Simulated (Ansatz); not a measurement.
System: InS (Pnnm, No. 58). Method: PBE0 (PAW; Ansatz, an electronic-structure program).

Run with plane-wave cutoff 460 eV, 6×2×6 k mesh (along the axes of the cell as run), Fermi–Dirac smearing 0.01 eV, scalar-relativistic PAW data made under PBE.

Cell (relaxed with PBEsol):

```cif
data_In4S4
_chemical_formula_sum 'In4 S4'
_space_group_name_H-M_alt 'Pnnm'
_space_group_IT_number 58
_space_group_name_Hall '-P 2 2n'
_cell_length_a 4.37957
_cell_length_b 10.67964
_cell_length_c 3.94990
_cell_angle_alpha 90.000
_cell_angle_beta 90.000
_cell_angle_gamma 90.000
loop_
_atom_site_label
_atom_site_type_symbol
_atom_site_symmetry_multiplicity
_atom_site_Wyckoff_symbol
_atom_site_fract_x
_atom_site_fract_y
_atom_site_fract_z
_atom_site_occupancy
In1 In 4 g 0.12016 0.12010 0.00000 1
S1 S 4 g 0.01019 0.65039 0.00000 1
```

Task: Estimate the band gap, smallest direct gap on the k points sampled and Γ–Γ gap that the calculation returns.

Result: 
* **band gap**: 2.21 eV
* **smallest direct gap on the k points sampled**: 2.95 eV
* **Γ–Γ gap**: 3.34 eV

Note: cell and atoms aren't relaxed at this level (pressure 1.1 GPa).

Spin–orbit coupling is not included.

Computing time: around 11 core-minutes (rough).
